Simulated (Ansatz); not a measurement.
# BClFH3: the cost of one run

The runs use Ansatz 0.2.0; RHF/def2-SVP.

## 1. Reference run: BClFH3, relaxed

Contents of input.yaml:

```yaml
crystal:
  periodic: [false, false, false]
  atoms:
    - { symbol: B, position_ang: [-0.080072, 0.309867, -0.524201] }
    - { symbol: Cl, position_ang: [0.93682, -1.475777, 0.169867] }
    - { symbol: H, position_ang: [0.763201, 1.135525, -0.764502] }
    - { symbol: H, position_ang: [-1.018926, -0.044755, -1.190053] }
    - { symbol: H, position_ang: [0.008268, -0.465514, 1.256681] }
    - { symbol: F, position_ang: [-0.609292, 0.540553, 1.052308] }
basis:
  gaussian: { orbitals: def2-SVP }
hamiltonian:
  xc: hf
output:
  forces: true
relax:
  f_tol: 0.02
  max_steps: 120
  constraints:
    - { distance: [0, 5] }
    - { distance: [1, 4] }
    - { distance: [0, 1] }
    - { distance: [4, 5] }
  escape_saddle: false
```

On the command line:

```sh
$ ansatz run input.yaml --threads 1 --pin off --max-ram 2560MiB --backend cpu --events-out ev --progress --plain --runs-dir out
```

Q: Estimate wall time and peak memory on 1 thread of Arm Neoverse V2, shared host.

About 2.8 s, with a peak of 0.11 GiB.
